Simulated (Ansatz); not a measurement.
We consider chalcopyrite ZnGeP2, described by PBE-D3(BJ) (plane waves, PAW; Ansatz, a quantum-chemistry and plane-wave program).

Numerical settings: plane-wave cutoff 520 eV, 10×10×10 k mesh, Fermi–Dirac smearing 0.01 eV, scalar-relativistic PAW data made under PBE.

The cell is scaled about its equilibrium volume (c/a stays at 1.972):

Shape and atoms are relaxed at each volume.

| V (Å³/atom) | P (GPa) | direct gap at Γ (eV) | smallest gap on the k mesh (eV) |
|---|---|---|---|
| 18.965 | 3.68 | 1.278 | 1.145 |
| 19.360 | 1.74 | 1.327 | 1.177 |
| 19.755 | 0.00 | 1.371 | 1.206 |
| 20.150 | -1.56 | 1.294 | 1.185 |
| 20.545 | -2.95 | 1.160 | 1.138 |

The fundamental gap (1.18 eV at the equilibrium volume, with added k points) lies elsewhere than Γ–Γ.

Measured, for comparison: band gap 2.05 eV (temperature not stated, not corrected to a static lattice, pseudodirect, sources range from 1.80 to 2.20; as tabulated in Rashkeev et al. (1999), arXiv:cond-mat/9809378).

Spin–orbit coupling is not included.
